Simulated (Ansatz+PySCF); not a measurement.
Values are calculated unless marked as measured or tabulated.
## PySCF 2.14.0 run

```python
from pyscf import gto, scf, cc

mol = gto.M(atom="""
Si 2.142900 0.000000 1.500480
P 0.000000 0.000000 0.000000
B -1.877500 0.000000 1.314640
""", basis='sto-3g', charge=0, spin=2)
mf = scf.UHF(mol)
mf.kernel()
mycc = cc.CCSD(mf, frozen=11).run()
et = mycc.ccsd_t()
print(mf.e_tot, mycc.e_corr, et, mycc.e_tot + et)
```

The script is written out from the run's settings.

Output:

```json
{"Converged": "yes", "Reference energy": "-646.49837 hartree", "CCSD correlation energy": "-0.12877 hartree", "Triples correction": "-0.01459 hartree", "Total energy": "-646.64173 hartree", "Spin squared of the determinant": "2.548"}
```

This is not the lowest solution: another run reaches a determinant 1.16 eV lower. Caution: large share of triples, a single reference is doubtful; the unrestricted determinant is spin contaminated; another reference gives a lower total.
